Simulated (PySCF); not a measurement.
# Bonding in 1-chlorobicyclo[1.1.1.]pentane

Compound: 1-chlorobicyclo[1.1.1.]pentane, C5H7Cl.
SMILES with atom numbers: `[Cl:1][C@@:2]12[CH2:3][C@@H:4]([CH2:5]1)[CH2:6]2` (hydrogens: H7, H8 on C3; H9 on C4; H10, H11 on C5; H12, H13 on C6)

Structure used (GFN2-xTB), in Å, numbered top down from 1:
```xyz
13
C5H7Cl angstrom
Cl    -1.242    1.122    2.003
C     -0.409    0.369    0.657
C     -0.965   -0.723   -0.265
C      0.465   -0.419   -0.750
C      0.137    1.077   -0.589
C      0.902   -0.422    0.726
H     -1.781   -0.439   -0.923
H     -1.138   -1.698    0.183
H      0.981   -0.884   -1.580
H     -0.596    1.500   -1.270
H      0.974    1.754   -0.439
H      1.798    0.138    0.979
H      0.869   -1.373    1.250
```

Bond orders from the PBE0/pcSseg-1 density (PySCF). Isolated species at its GFN2-xTB geometry, gas phase.

Task: Where do the orders between heavy atoms depart from those drawn in the SMILES?

Result: The largest departure is 0.097, at C2–C3 (drawn single, 0.903), C5–C2 (drawn single, 0.903) and C6–C2 (drawn single, 0.903).

Task: Set the Mayer orders of the bonds between heavy atoms beside their lengths.

Result: 
```json
{"bond": "Cl1–C2", "drawn as": "single", "length (Å)": "1.752", "Mayer order": "1.012"}
{"bond": "C2–C3", "drawn as": "single", "length (Å)": "1.534", "Mayer order": "0.903"}
{"bond": "C3–C4", "drawn as": "single", "length (Å)": "1.540", "Mayer order": "0.931"}
{"bond": "C4–C5", "drawn as": "single", "length (Å)": "1.540", "Mayer order": "0.931"}
{"bond": "C4–C6", "drawn as": "single", "length (Å)": "1.540", "Mayer order": "0.931"}
{"bond": "C5–C2", "drawn as": "single", "length (Å)": "1.534", "Mayer order": "0.903"}
{"bond": "C6–C2", "drawn as": "single", "length (Å)": "1.534", "Mayer order": "0.903"}
```

Bonds between the same two heavy elements. C–C: lowest C2–C3, C5–C2 and C6–C2 (0.903, 1.534 Å), highest C3–C4, C4–C5 and C4–C6 (0.931, 1.540 Å); in 9 of the 15 pairs the longer bond (by over 0.003 Å) has the higher order (by 0.02 or more). Bonds named together lie within 0.004.

Task: And the bonds to hydrogen?

Result: C–H: 0.96 to 1.00 (7 bonds).

Task: Sum the orders of all bonds at each heavy atom with more than one neighbour and set the sums beside the valence in the SMILES.

Result: C2 3.721 (drawn 4), C3 3.746 (drawn 4), C4 3.792 (drawn 4), C5 3.746 (drawn 4), C6 3.746 (drawn 4). Orders between atoms that aren't bonded are not in these sums.

Mayer orders depend on the basis set.
